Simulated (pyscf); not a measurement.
Structures and frequencies: ωB97X-D3(BJ)/def2-SVP in PySCF.

### Question
For the elementary gas-phase step H₂N–SiH(NH₂)–Cl + H₂ -> H₂N–SiH₂–NH₂ + HCl (singlet surface; Cl–Si, H–H broken, H–Si, Cl–H formed), what barrier and reaction energy does B3LYP-D3(BJ)/def2-TZVP give, measured from the separated reactants?

### Answer
ΔE‡ = 46.2 kcal/mol, ΔE = +24.5 kcal/mol. ωB97M-D3(BJ)/def2-TZVP gives 47.4 kcal/mol and +24.3 kcal/mol. Zero-point energy shifts the barrier by +3.2 kcal/mol. It is a four-centre exchange, with an imaginary mode of 696i cm⁻¹. One saddle was located; it need not be the lowest between these sides.
